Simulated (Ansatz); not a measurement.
Working through a ranking of conformers of C4H5ClO, SMILES C#CC(Cl)CO

Program: Ansatz's Python interface.

At the Python prompt:
```pycon
>>> import ansatz
>>> from rdkit import Chem
>>> from rdkit.Chem import AllChem
>>> rd = Chem.AddHs(Chem.MolFromSmiles("C#CC(Cl)CO"))
>>> ids = list(AllChem.EmbedMultipleConfs(rd, numConfs=20, randomSeed=689, pruneRmsThresh=0.4))
>>> field = [energy for _, energy in AllChem.MMFFOptimizeMoleculeConfs(rd)]
>>> distinct = {round(e, 2): i for i, e in zip(ids, field)}
>>> chosen = sorted(distinct.items())[:3]
>>> found = []
>>> for force_field, index in chosen:
...     mol = ansatz.Crystal.molecule()
...     for atom, xyz in zip(rd.GetAtoms(), rd.GetConformer(index).GetPositions()):
...         mol = mol.atom(atom.GetSymbol(), xyz.round(5).tolist())
...     job = (
...         mol.calculation()
...         .basis(gaussian="6-31G*")
...         .functional("B3LYP")
...     )
...     found.append(job.run(threads=1, backend="cpu").report["free_energy_ev"])
...
>>> print("conformer   MMFF (kcal/mol)   this level (kJ/mol)")
conformer   MMFF (kcal/mol)   this level (kJ/mol)
>>> for (force_field, index), e in zip(chosen, found):
...     print(f"{index:9d} {force_field - chosen[0][0]:17.2f} {96.485332 * (e - min(found)):17.3f}")
...
        3              0.00             0.000
        0              0.29             8.149
        1              1.36            19.913
```

Reading the output:
- The conformers keep their force-field geometries.
- b3lyp holds the VWN-RPA fit, as in Gaussian; the form of ORCA and Turbomole is b3lyp5.
- Timing: 13 s on 1 thread of Arm Neoverse V1 (shared host), peak memory 0.33 GiB.
